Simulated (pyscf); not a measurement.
F–SnH₂–SnH₃ + H₂ → H₃Sn–SnH₃ + HF (four-centre exchange; singlet surface; F–Sn, H–H broken, H–Sn, F–H formed). PySCF, gas phase, ωB97X-D3(BJ)/def2-SVP geometries. Energies in kcal/mol from the separated reactants.

| level | barrier | reaction energy |
|---|---|---|
| ωB97X-D3(BJ)/def2-TZVP | 36.0 | +9.9 |
| r²SCAN/def2-TZVP | 33.0 | +11.0 |
| PBE0-D3(BJ)/def2-TZVP | … | +7.3 |
| M06-2X/def2-TZVP | … | … |
| ωB97M-D3(BJ)/def2-TZVP | 35.6 | +8.5 |
| HF/def2-TZVP | 49.9 | +7.3 |

Task: What belongs in the gaps?

Result: 
- PBE0-D3(BJ)/def2-TZVP, barrier: 32.3
- M06-2X/def2-TZVP, barrier: 38.1
- M06-2X/def2-TZVP, reaction energy: +13.7

The functionals in the table span 5.8 kcal/mol in this barrier, from PBE0-D3(BJ) to M06-2X. At the saddle there is also a short H–Sn contact that neither side keeps. This is the saddle that the search found; another between the same sides may lie lower. Elements past Kr carry the def2 core potentials, without spin-orbit coupling.
